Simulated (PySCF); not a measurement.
Simulated C 1s region for 1-hexyne, `C#CCCCC`, binding energy against the vacuum level.

Every computed line was given a Gaussian of 0.7 eV full width at half maximum and an area set by the number of equivalent atoms; the highest printed point is 100. Level of theory: delta-SCF UKS SCAN, pcX-2 on the ionised atom, pcseg-1 elsewhere, spin-free X2C (PySCF 2.14.0).

binding energy (eV), intensity and a bar:
```
    289.0          0 
    289.1          0 
    289.2          1 
    289.3          1 
    289.4          3 #
    289.5          5 ##
    289.6          9 ###
    289.7         14 ####
    289.8         20 ######
    289.9         27 ########
    290.0         35 ###########
    290.1         44 #############
    290.2         56 #################
    290.3         70 #####################
    290.4         84 #########################
    290.5         95 #############################
    290.6        100 ##############################
    290.7         96 #############################
    290.8         84 #########################
    290.9         69 #####################
    291.0         53 ################
    291.1         42 ############
    291.2         34 ##########
    291.3         30 #########
    291.4         27 ########
    291.5         24 #######
    291.6         20 ######
    291.7         15 ####
    291.8         10 ###
    291.9          6 ##
    292.0          3 #
    292.1          1 
    292.2          1 
    292.3          0 
    292.4          0
```

Question: How many maxima does the curve show, and how many computed lines lie under it?

Answer: The curve has 1 maximum (at 290.6 eV). Under it lie 6 lines from 6 inequivalent carbon sites. At this width some lines have no maximum of their own.

Question: Decompose the envelope and assign each component. Numbering: `[CH:1]#[C:2][CH2:3][CH2:4][CH2:5][CH3:6]`.

Answer: 
```json
{"position (eV)": "290.02", "relative area": "1", "line": "C 1s", "atoms": "C1", "environment": "terminal alkyne carbon"}
{"position (eV)": "290.56", "relative area": "1", "line": "C 1s", "atoms": "C2", "environment": "alkyne carbon"}
{"position (eV)": "290.62", "relative area": "1", "line": "C 1s", "atoms": "C4", "environment": "chain CH2 carbon"}
{"position (eV)": "290.65", "relative area": "1", "line": "C 1s", "atoms": "C6", "environment": "methyl carbon"}
{"position (eV)": "290.66", "relative area": "1", "line": "C 1s", "atoms": "C5", "environment": "chain CH2 carbon"}
{"position (eV)": "291.40", "relative area": "1", "line": "C 1s", "atoms": "C3", "environment": "propargylic carbon"}
```

Question: What are the centre and the root-mean-square width of the whole band?

Answer: The area-weighted mean of the lines is 290.65 eV. Their own spread about it is 0.40 eV (rms) and each Gaussian has σ = 0.7/2.355 = 0.30 eV; the variances add, which gives 0.50 eV.

The listed C 1s values span 1.38 eV, from C1 (bonded to C (triple bond) and H) to C3 (bonded to 2 C and 2 H). The values 290.62, 290.65 and 290.66 eV lie too close for their order to be trusted.

No satellites, vibrations or lifetime broadening are included. Spin contamination (⟨S²⟩ against 0.75 for a pure doublet) is marked for C 1s of C2 (0.88), which makes this value less certain. One conformer (not necessarily the lowest) at the PBE0-D3(BJ)/def2-SVP geometry, without solvent, vibrations or thermal averaging.

Hardware: an Arm Neoverse V1 with one thread (shared host). Cost: 52 s wall.

Shape of the structure used: `[CH:1]#[C:2][CH2:3][CH2:4][CH2:5][CH3:6]`: C2–C3–C4–C5 180°, C3–C4–C5–C6 180°.
